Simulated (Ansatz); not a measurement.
Enthalpy of formation (eV/atom) along a series of related solids, from LDA (plane waves, PAW; Ansatz, a program for electronic structure).

| solid | LDA | measured |
|---|---|---|
| rock-salt LiCl | -2.036 | -2.12‡ |
| rock-salt NaCl | -1.980 | -2.140 |
| rock-salt KCl | -2.139 | -2.263‡ |
| rock-salt RbCl | -2.117 | -2.26‡ |

LDA less measured, from the printed values: rock-salt LiCl +0.084 eV/atom, rock-salt NaCl +0.160 eV/atom, rock-salt KCl +0.124 eV/atom, rock-salt RbCl +0.143 eV/atom.

Members of the series are missing where a level wasn't run or failed, where a doubt is noted on the run or the magnetic state, for phases of high temperature or layered ones, and where values are held back for tests.

The solid named is at each level's own relaxed cell; a reference phase can be a single point on another level's cell. Ansatz's density-functional and Hartree–Fock values are scalar-relativistic unless marked +SOC, with PAW data made under PBE.

Measured values are for low temperature or corrected to a static lattice; ‡ marks uncorrected values at room or unstated temperature. References as tabulated in Zhang et al. (2018), doi:10.1038/s41524-018-0065-z; Harl and Kresse (2009), doi:10.1103/physrevlett.103.056401; Friedrich et al. (2018), arXiv:1811.08952.
